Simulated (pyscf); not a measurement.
PySCF, gas phase, ωB97X-D3(BJ)/def2-SVP geometries. Correlated levels are frozen-core, on RHF or UHF. ΔMP2 is the change of the MP2 total energy from the triple- to the quadruple-zeta basis.

SMILES: [F][GeH]=[GeH][F]
```xyz
6

F      0.8163     0.3902     1.4330
Ge    -0.8800     0.0884     1.1121
Ge    -1.1911    -0.1619    -1.2445
F     -2.8866    -0.4668    -1.5660
H     -1.1327    -1.1990     1.9511
H     -0.9384     1.1202    -2.0913
```
Charge 0, spin multiplicity 1.

Q: How much does it cost (ΔH, 298 K, CCSD(T)/def2-TZVPP + ΔMP2(QZVPP)) to split F–GeH=GeH–F at its F–Ge bond into F• + [F–GeH=GeH]•?

A: F–Ge to F• + [F–GeH=GeH]•: 4.70 eV. The radicals are drawn with the spin at the cut bond; how far it spreads was not checked. F–GeH=GeH–F may be a fragile minimum: a first optimisation, from another start, lost the drawn bonds. F–GeH=GeH–F lies 0.48 eV over its isomer F–Ge(F)=GeH₂ (electronic energy, ωB97M-D3(BJ)/def2-TZVP). Other isomers of [F–GeH=GeH]• were not searched in full and may lie lower. A restricted solution here is unstable towards spin polarisation, so biradical character is likely and single-reference numbers are less safe. The CCSD(T) − MP2 part came from Ansatz, without density fitting, on the same reference. The frozen core leaves the outer d or s,p core shells of the metals and heavy elements correlated in the MP2 and CC values, and def2-TZVPP describes them poorly, which can shift differences by a few kcal/mol. Left out: the spin-orbit lowering of F. Elements up to Kr have no core potential and no relativistic terms here.
